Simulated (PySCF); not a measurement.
Dissociation curve of Li₂, singlet.

Method: CCSD(T) on UHF/cc-pVDZ (PySCF).

Q: Relative to R = 2.74 Å, what are the energies at R = 2.20, 3.21, 6.69, 7.37 Å?

A: 24.4 kJ/mol at 2.20 Å, 12.7 kJ/mol at 3.21 Å, 93.5 kJ/mol at 6.69 Å, 94.2 kJ/mol at 7.37 Å.

The unrestricted determinant behind UCCSD(T) is spin-contaminated at 2.08 to 8.27 Å (<S²> up to 1.0, against 0.00 for a pure singlet).
